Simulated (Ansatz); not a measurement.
**B₂O (triplet): wave-function methods side by side, cc-pVDZ**

The task here is to estimate one member of a computed series from the others.

Computed with Ansatz 0.2.0, Gaussian basis. Level: cc-pVDZ, core rule «outside noble gas», up to 3 orbitals frozen.

The runs, in order: UHF; CCSD(T) on ROHF; CCSD(T) on UHF; BCCD(T) on ROHF; CISD; CCSDT(Q) on ROHF; CCSDT(Q) on UHF; CASSCF and MRCISD+Q, 10 electrons in 11 orbitals; CASSCF and NEVPT2, 10 electrons in 11 orbitals.

26 further runs of the same task are left out: 9 for a known fault of the program, 1 for a mislabelled method, 7 that didn't finish, 9 set aside as unsound or not needed.

**The system**

The geometry is a PBE0/def2-TZVP stationary point (not a proven minimum).

3 atoms, charge 0, spin multiplicity 3.

Atoms are counted from 1 here; the program's logs count them from 0.

Bond lengths: B1–O2 1.329 Å, O2–B3 1.303 Å. Angles: B1–O2–B3 180.0°.

The first run:

in.yaml

```yaml
crystal:
  periodic: [false, false, false]
  atoms:
    - {symbol: B, position_ang: [0.000000, 0.000000, 1.320500]}
    - {symbol: O, position_ang: [0.000000, 0.000000, -0.008600]}
    - {symbol: B, position_ang: [0.000000, 0.000000, -1.311900]}
basis:
  gaussian: {orbitals: cc-pVDZ}
magnetization: {spin_polarized: true, initial_magnetization: 2}
hamiltonian: {xc: hf}
output: {orbitals: {seedname: orbitals}}
```

Started as:

```
ansatz run in.yaml --threads 1 --pin off --events-out ev --progress --plain --max-ram 2393MiB
```

Steps of the session up to this table: UHF; CCSD(T) on ROHF; CCSD(T) on UHF; BCCD(T) on ROHF; CISD; CCSDT(Q) on ROHF; CCSDT(Q) on UHF; CASSCF and MRCISD+Q, 10 electrons in 11 orbitals; CASSCF and NEVPT2, 10 electrons in 11 orbitals.

One of the session's tables, all rows but one given; the rest of the session is left out.

| method | from RCCSDT(Q) (kJ/mol) |
| --- | --- |
| UHF | +808.1 |
| RMP2 | +94.3 |
| UMP2 | +102.9 |
| CISD | +107.7 |
| RCCSD | +66.8 |
| UCCSD | +44.6 |
| RCCSD(T) | +9.9 |
| UCCSD(T) | +18.2 |
| BCCD(T) | +10.7 |
| RCCSDT | +8.2 |
| UCCSDT | +7.7 |
| RCCSDT(Q) | 0 |
| UCCSDT(Q) | +0.2 |
| CASSCF valence | +505.0 |
| NEVPT2 valence | +126.9 |
| MRCISD valence | ? |
| MRCISD+Q valence | +29.5 |

**Question.** Estimate the row for MRCISD valence.

As computed: from RCCSDT(Q) (kJ/mol): +56.0. In the column «from RCCSDT(Q) (kJ/mol)» it lies between UCCSD (+44.6) and RCCSD (+66.8).

Among the levels timed on like hardware and quicker than the yardstick, those that no quicker one beats, quickest first: CISD (2.5 s, +107.7 kJ/mol); RCCSD(T) (3.9 s, +9.9 kJ/mol); UCCSDT(Q) (25 s, +0.2 kJ/mol).

Left out of the table: ROHF (another determinant or state than the rows shown).

Limits of these values: The report flags that the cluster equations may have other roots. The program flags RCCSD(T), BCCD(T), RCCSDT(Q) as in doubt, so the zero of the table is itself unsure. Warnings: coupled cluster took another determinant than the lowest; large T1 diagnostic. Restricted and unrestricted rows rest on different reference determinants; where their highest levels disagree by more than a few hundredths of an eV, they describe different states and don't form one ladder. Warnings in the runs' records: other roots.
